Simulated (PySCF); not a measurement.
Gas-phase reaction: AlCl₂NH₂ + HCl = AlCl₃.NH₃

Energies from PySCF, thermal terms from the rigid-rotor harmonic-oscillator model, ideal gas at 1 bar. † marks an energy on the PBE0/def2-TZVP geometry and frequencies; other levels use their own. MP2 freezes the core. All species are closed-shell singlets. Adducts (AlCl₃.NH₃) have no counterpoise correction, and HF, PBE, BLYP, B3LYP and PBE0 lack dispersion. AlCl₂NH₂: computed as isolated molecules; such fragments, hydroxides, amides, oligomers or adducts are transient or little studied in the gas. MP2 isn't extrapolated to the basis-set limit; its ΔH°(298 K) is -223.5 kJ in def2-SVP and -207.9 kJ in def2-TZVPP. The harmonic model lacks anharmonicity and excited electronic states, which grow with temperature; levels with a mode under 35 cm⁻¹ are left out. Soft modes under 120 cm⁻¹ make the harmonic entropy rough for AlCl₃.NH₃.

| level | ΔE electronic, kJ | ΔH°(298 K), kJ | ΔS°(298 K), J/K | ΔG°(1000 K), kJ |
|---|---|---|---|---|
| M06-2X/def2-TZVP† | -230 | -211 | -138 | -73 |
| MP2/def2-TZVPP† | -227 | -208 | -138 | -70 |
| PBE/def2-SVP | -238 | -221 | -140 | -81 |
| PBE0/def2-QZVP† | -220 | -201 | -138 | -63 |
| PBE0/def2-SVP† | -246 | -227 | -138 | -89 |
ΔH° is lowest at PBE0/def2-SVP† and highest at PBE0/def2-QZVP†. No reference value is set beside these.
